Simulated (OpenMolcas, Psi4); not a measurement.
A ladder of methods for C2HClF2 (SMILES FC(F)=CCl)

The species is C2HClF2 (6 atoms), meant as a singlet with charge 0. SMILES: `FC(F)=CCl`. The shape is that of a PBE0-D4/def2-TZVP optimisation.

```xyz
6

F     0.9010   -0.8104    1.3420
C     0.2676   -0.5622    0.2204
F     0.1925   -1.6326   -0.5227
C    -0.2184    0.6268   -0.0866
Cl   -1.0390    0.9264   -1.5521
H    -0.1038    1.4520    0.5990
```

Quantity: the energy change with the C2–C4 bond stretched from 1.321 to 1.519 Å, in eV. The values are calculated.

```tsv
level	kind	program	value (eV)	CPU time (all runs)
HF/6-31G* (spherical functions) (restricted)	Hartree–Fock	Psi4	1.17	12 s
SVWN5/6-31G* (spherical functions) (restricted)	LDA	OpenMolcas	0.75	28 s
PBE/6-31G* (spherical functions) (restricted)	GGA	OpenMolcas	0.64	37 s
M06-L/6-31G* (spherical functions) (restricted)	meta-GGA	OpenMolcas	0.79	50 s
B3LYP/6-31G* (spherical functions) (restricted)	global hybrid	OpenMolcas	0.78	36 s
B3LYP/6-31G* (Cartesian functions) (restricted)	global hybrid	OpenMolcas	0.79	42 s
B2PLYP/6-31G* (spherical functions) (restricted)	double hybrid	OpenMolcas	0.78	30 s
MP2/6-31G* (spherical functions) (restricted)	perturbation theory	OpenMolcas	0.77	8.5 s
CCSD/6-31G* (spherical functions) (restricted)	coupled cluster or CI	Psi4	0.81	74 s
```

The first shape isn't each level's own minimum. The values span 0.64 to 1.17 eV. Times are those of the runs behind each value, whatever else they computed, on shared processors of several kinds: orders of magnitude only.
